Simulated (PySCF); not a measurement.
C₃H₅ClF (doublet state).
SMILES with atom numbers: `[CH3:1][CH2:2][C:3]([F:4])[Cl:5]` (hydrogens: H6, H7, H8 on C1; H9, H10 on C2)

Structure used (GFN2-xTB), in Å, numbered top down from 1:
```xyz
10
C3H5ClF angstrom
C     -1.031    0.227    0.411
C      0.061   -0.661   -0.211
C      1.349    0.055   -0.384
F      2.057    0.290    0.745
Cl     1.493    1.313   -1.525
H     -1.234    1.081   -0.230
H     -1.945   -0.348    0.532
H     -0.712    0.588    1.385
H     -0.272   -1.020   -1.186
H      0.243   -1.518    0.440
```

The hyperfine couplings belong to this conformer and change with its torsions.

Level of theory: PySCF, UKS B3LYP, pcH-1 on C Cl F H, non-relativistic, mean-field spin-orbit, GIAO. One conformer (not necessarily the lowest) at the GFN2-xTB geometry, without solvent, vibrations or thermal averaging. The geometry wasn't refined by DFT: couplings that depend on bond lengths, twists or pyramidal angles can differ widely from those at the functional's own minimum. The SCF solution wasn't tested for stability.

Problem. Match the computed a_iso(13C) values +301.6, +48.6, -1.4 MHz with the sites C1; C2; C3.

Solution. 
```json
{"site": "C1", "a_iso (MHz)": "+48.6", "ρ(0) (bohr⁻³)": "+0.0432", "position": "2 bonds from C3", "distance from C3 (Å)": "2.51", "spin population": "+0.06", "largest |T| (MHz)": "11.4"}
{"site": "C2", "a_iso (MHz)": "-1.4", "ρ(0) (bohr⁻³)": "-0.0012", "position": "1 bond from C3", "distance from C3 (Å)": "1.48", "spin population": "-0.04", "largest |T| (MHz)": "6.1"}
{"site": "C3", "a_iso (MHz)": "+301.6", "ρ(0) (bohr⁻³)": "+0.2680", "position": "largest spin population", "distance from C3 (Å)": "0.00", "spin population": "+0.84", "largest |T| (MHz)": "160.8"}
```

Problem. Match the computed a_iso(1H) values +19.1, +0.7 MHz (means over equivalent nuclei) with the sites H6/H7/H8; H9/H10.

Solution. 
| site | a_iso (MHz) | ρ(0) (bohr⁻³) | position | distance from C3 (Å) | bound to | spin population there | largest \|T\| (MHz) |
| --- | --- | --- | --- | --- | --- | --- | --- |
| H6/H7/H8 | +0.7 | +0.0002 | γ, 3 bonds from C3 | 3.00 | C1 | +0.06 | 5.4 |
| H9/H10 | +19.1 | +0.0043 | β, 2 bonds from C3 | 2.10 | C2 | -0.04 | 11.1 |

ρ(0) is the spin density at the nucleus and T the dipolar tensor; a_iso includes a spin–orbit part; entries for several nuclei are means. The largest Mulliken spin populations are on C3 (+0.84) and Cl5 (+0.08). No atom but C3 exceeds +0.15. The angles at C3 add up to 349.4°, so it is slightly pyramidal.

The spin density at the nucleus, in bohr⁻³, is negative for C2 (-0.0012), for instance. A restricted open-shell determinant has no negative spin density anywhere; here it arises because α and β orbitals differ (spin polarisation).

Class means assume fast exchange of nuclei equivalent by connectivity; if that motion is slow, each nucleus keeps its own coupling. The three 1H nuclei of mean +0.7 MHz run from -4.3 to 10.4 MHz in the frozen geometry.

Hardware: one thread of an Arm Neoverse V1, shared host with 32 logical CPUs at a one-minute load of 21. Cost: 28 s (with the writing of density and orbital grids), 0.65 GiB resident at most.
